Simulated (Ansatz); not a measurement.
## H₄S₂Si, SMILES [SiH3]SS: a relaxed scan of one distance, step by step

Computed with Ansatz 0.2.0, Python API.

Interactive session:
```pycon
>>> import ansatz as az
>>> import numpy as np
>>> BASIS = "def2-SVP"
>>> XC = "b3lyp"
>>> geometry_ang = [
...     ("Si", (-0.8069, 0.4865, -0.1725)),
...     ("S", (0.3846, -0.1325, 1.4383)),
...     ("S", (1.3923, -1.6181, 0.4648)),
...     ("H", (-1.6648, -0.5668, -0.6295)),
...     ("H", (0.0134, 0.9575, -1.3289)),
...     ("H", (-1.6815, 1.6938, 0.27)),
...     ("H", (2.4242, -0.8884, -0.0878)),
... ]
>>> h4s2si = az.Crystal.molecule()
>>> for symbol, xyz in geometry_ang:
...     h4s2si = h4s2si.atom(symbol, xyz)
...
>>> job = h4s2si.calculation().basis(gaussian=BASIS).functional(XC)
>>> symbols = [site.symbol for site in h4s2si.cartesian_sites]
>>> pairs = [(0, 1), (0, 3), (0, 4), (0, 5), (1, 2), (2, 6)]
>>> print("held (A)   E (eV)        ", "  ".join(f"{symbols[i]}{i}-{symbols[j]}{j}" for i, j in pairs))
held (A)   E (eV)         Si0-S1  Si0-H3  Si0-H4  Si0-H5  S1-S2  S2-H6
>>> for length in [1.32, 1.43, 1.55, 1.72, 1.93]:
...     r = job.relax(constraints=[az.DistanceConstraint((0, 3), at=length)], force_tolerance=0.02, max_steps=60).run().report
...     xyz = np.array(r["positions_ang"])
...     print(f"{length:6.2f} {r['free_energy_ev']:14.5f}  ", "  ".join(f"{np.linalg.norm(xyz[i] - xyz[j]):.3f}" for i, j in pairs))
...
DeckWarning: relax.constraints: the input's atoms, or those drawn, lie off the distances that are held; a relaxation that starts there is brought onto them ahead of its first SCF, by positions alone, an atom by 5.66e-2 Å at the most. With the symmetry [...]
  1.32   -29605.77423   2.175  1.320  1.491  1.493  2.123  1.358
  1.43   -29606.06827   2.174  1.430  1.490  1.492  2.123  1.358
  1.55   -29606.07002   2.172  1.550  1.489  1.491  2.123  1.357
  1.72   -29605.75476   2.167  1.720  1.489  1.490  2.122  1.358
  1.93   -29605.13895   2.162  1.930  1.487  1.489  2.122  1.358
```

Total energies depend on the basis set; only differences at equal settings carry meaning. Warnings are shown shortened and without file and line. The energies are electronic: no zero-point or thermal terms, and the basis set is short of its limit. b3lyp holds the VWN-RPA fit, as in Gaussian; the form of ORCA and Turbomole is b3lyp5. Timing: 81 s on 1 thread of Arm Neoverse V1 (shared host), peak memory 0.22 GiB.
